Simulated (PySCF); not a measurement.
Converging LiMg in the basis (CCSD(T))

PySCF, ROHF reference; doublet, unpaired electrons σ ↑; De to Li + Mg without counterpoise correction. Frozen cores follow the default of each basis and core potential.

| basis | relativity | functions | Re (Å) | ωe (cm⁻¹) | De (eV) | frozen orbitals |
| --- | --- | --- | --- | --- | --- | --- |
| def2-SVP | no relativity | 27 | 3.252 | 147 | 0.13 | 1 |
| cc-pVDZ | no relativity | 32 | 3.137 | 176 | 0.15 | 1 |
| def2-SVPD | no relativity | 33 | 3.239 | 155 | 0.14 | 1 |
| 6-311G(d,p) | no relativity | 44 | 3.134 | 169 | 0.14 | 1 |

(1) How does each smaller set differ from the one with most functions, 6-311G(d,p)?

Correlated steps freeze 1 core orbital. The bond is weak. Basis-set superposition, not corrected here, can be much of De in a small basis, most of all at correlated wavefunction levels. The state is the lowest determinant that a PBE0 search found; another state may lie lower at other levels.

Results:

(1) def2-SVP: +11.8 pm, -13.0 % in ωe, -0.01 eV in De; cc-pVDZ: +0.3 pm, +4.1 % in ωe, +0.01 eV in De; def2-SVPD: +10.5 pm, -8.3 % in ωe, +0.00 eV in De. All at CCSD(T); the set with most functions is neither the basis-set limit nor always the best.
